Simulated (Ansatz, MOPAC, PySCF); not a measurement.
System: C₂H₃, net charge 1, singlet state. SMILES of the parent species: C=[CH]
Geometry: optimised at B3LYP-D3(BJ)/def2-TZVP (Ansatz, a quantum-chemistry and plane-wave program).

Unscaled harmonic wavenumbers (cm⁻¹) in rising order, each level at the stationary point that it reaches from this structure (no distance between atoms moves by over 0.3 Å); the order of modes can differ between levels, and a negative number is imaginary. B3LYP-D3(BJ)/def2-TZVP (PySCF, at the structure above): 293, 657, 853, 1081, 1181, 1781, 2999, 3047, 3290.

PM3 (MOPAC): 548, 784, 956, 1029, 1071, 1886, 2858, 2975, 3161. Zero-point energy 21.8 against 21.7 kcal/mol; where all levels lie over 400 cm⁻¹, the wavenumbers are on average 1.015 times those of B3LYP-D3(BJ)/def2-TZVP.

HF/6-31G* (Ansatz): 517, 696, 1060, 1179, 1378, 1836, 3245, 3338, 3502. Zero-point energy 23.9 against 21.7 kcal/mol; where all levels lie over 400 cm⁻¹, the wavenumbers are on average 1.104 times those of B3LYP-D3(BJ)/def2-TZVP.

B3LYP/6-31G* (Ansatz): 366, 630, 861, 1086, 1210, 1780, 3038, 3089, 3332. Zero-point energy 22.0 against 21.7 kcal/mol; where all levels lie over 400 cm⁻¹, the wavenumbers are on average 1.005 times those of B3LYP-D3(BJ)/def2-TZVP.
